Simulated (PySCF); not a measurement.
Gas-phase reaction: BHCl₂ + 2 BH₂ = 2 BH₂Cl + BH

Computed with PySCF and rigid-rotor harmonic-oscillator thermochemistry at 1 bar. † marks an energy on the PBE0/def2-TZVP geometry and frequencies. CCSD(T) freezes the core. Open shells (unrestricted): BH₂ (multiplicity 2); the rest are closed-shell singlets. BH₂Cl: computed as isolated molecules; such fragments, hydroxides, amides, oligomers or adducts are transient or little studied in the gas. CCSD(T) isn't extrapolated to the basis-set limit.

LDA/def2-TZVP† gives ΔH°(298 K) = -88 kJ.

**Question.** What do PBE0/def2-SVP†, PBE/def2-TZVP†, CCSD(T)/def2-SVP† give?

**Answer.** PBE0/def2-SVP†: -63 kJ; PBE/def2-TZVP†: -74 kJ; CCSD(T)/def2-SVP†: -108 kJ. For scale, ΔH°(298 K) is -88 kJ at this level, -113 kJ at ωB97M-V/def2-TZVP†, and runs from -136 to -30 kJ over the 20 levels computed.
